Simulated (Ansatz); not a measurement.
Total energies of [SiH5]- (SiH₅⁻) from Ansatz at PBE-D4/def2-TZVPD, gas phase (1 Eh = 27.2114 eV = 2625.5 kJ/mol). The reference geometry is relaxed at PBE0-D4/def2-TZVPD.

```json
{"state": "charge -1 singlet", "geometry": "reference", "energy (Eh)": "-292.28965"}
{"state": "charge 0 doublet", "geometry": "reference", "energy (Eh)": "-292.22030"}
{"state": "charge 0 doublet", "geometry": "relaxed at PBE0-D4/def2-TZVPD", "energy (Eh)": "-292.22086"}
```

Problem. Work out the vertical ionisation energy to the doublet.

Solution. E(charge 0 doublet) − E(charge -1 singlet) = -292.22030 − (-292.28965) = 0.06935 Eh = 1.89 eV. For comparison, −ε of the highest occupied level is -1.14 eV at this level, 3.03 eV less.

Problem. How much does the charge 0 doublet relax, and what is the adiabatic ionisation energy?

Solution. Relaxation: -292.22030 − (-292.22086) = 0.00056 Eh = 0.02 eV. Adiabatic ionisation energy: 0.06879 Eh = 1.87 eV, without zero-point energy. 

At PBE-D4/def2-TZVPD the highest occupied level of the charge -1 singlet lies above zero (up to 1.14 eV). By energy differences its removal costs 1.89 eV (vertical, to the charge 0 doublet, at PBE-D4/def2-TZVPD); a positive level beside a positive removal energy at the same level points to self-interaction error.
